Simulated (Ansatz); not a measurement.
# C₂H₅Li (SMILES [Li][CH2]C): one structure at several levels

The task here is to estimate one member of a computed series from the others.

Method: single points in def2-TZVPP; program: Ansatz 0.2.0, Gaussian basis.

Correlated methods freeze the cores. The outer core shell of Li, Na, Mg and K is correlated.

### The system as given

SMILES `[Li][CH2]C`, 8 atoms, charge 0, spin multiplicity 1.

Atoms are counted from 1 here; the program's logs count them from 0.

Bond lengths: Li1–C2 1.889 Å, C2–C3 1.505 Å, C2–H4 1.277 Å, C2–H5 1.123 Å, C3–H6 1.081 Å, C3–H7 1.118 Å, C3–H8 1.107 Å. Angles: Li1–C2–C3 108.4°, Li1–C2–H4 112.0°, Li1–C2–H5 130.2°, C3–C2–H4 100.8°, C3–C2–H5 98.0°, H4–C2–H5 103.1°, C2–C3–H6 99.5°, C2–C3–H7 111.1°, C2–C3–H8 116.5°, H6–C3–H7 116.0°, H6–C3–H8 107.2°, H7–C3–H8 106.8°.

As a file:

```xyz
8

Li   -1.6454    1.4386   -0.2042
C    -0.1700    0.3371   -0.6277
C     0.2904   -0.3446    0.6331
H    -0.5132   -0.6708   -1.3334
H     0.8408    0.6044   -1.0386
H     0.6103    0.5207    1.1970
H     1.0801   -1.1052    0.4140
H    -0.4890   -0.8553    1.2303
```

The first run:

File run/in.yaml:

```yaml
crystal:
  periodic: [false, false, false]
  atoms:
    - {symbol: Li, position_ang: [-1.645400, 1.438600, -0.204200]}
    - {symbol: C, position_ang: [-0.170000, 0.337100, -0.627700]}
    - {symbol: C, position_ang: [0.290400, -0.344600, 0.633100]}
    - {symbol: H, position_ang: [-0.513200, -0.670800, -1.333400]}
    - {symbol: H, position_ang: [0.840800, 0.604400, -1.038600]}
    - {symbol: H, position_ang: [0.610300, 0.520700, 1.197000]}
    - {symbol: H, position_ang: [1.080100, -1.105200, 0.414000]}
    - {symbol: H, position_ang: [-0.489000, -0.855300, 1.230300]}
basis:
  gaussian: {orbitals: def2-TZVPP}
correlation: {method: ccsd_t}
output: {forces: true}
```

The command line of these runs was not kept.

Steps of the session up to this table: CCSD(T)/def2-TZVPP; PBE0-D4/def2-TZVPP; wB97M-V/def2-TZVPP; r2SCAN-D4/def2-TZVPP; PBE-D4/def2-TZVPP; LC-wPBE/def2-TZVPP; r2SCANh-D4/def2-TZVPP.

One of the session's tables, all rows but one given; the rest of the session is left out.

| method | RMS force component (eV/Å) | angle to CCSD(T) forces (°) | dipole (D) |
| --- | --- | --- | --- |
| CCSD(T) | 1.166 | reference | 5.81 |
| PBE0-D4 | 1.147 | 4.9 | 5.70 |
| wB97M-V | 1.179 | 3.2 | 5.68 |
| r2SCAN-D4 | 1.129 | 3.2 | 5.76 |
| PBE-D4 | 1.084 | 5.8 | 5.51 |
| LC-wPBE | ? | ? | ? |
| r2SCANh-D4 | 1.150 | 3.9 | 5.79 |

Estimate the missing values for LC-wPBE.

The run gave: RMS force component (eV/Å): 1.211; angle to CCSD(T) forces (°): 5.6; dipole (D): 5.76. In the column «RMS force component (eV/Å)» it is the highest.
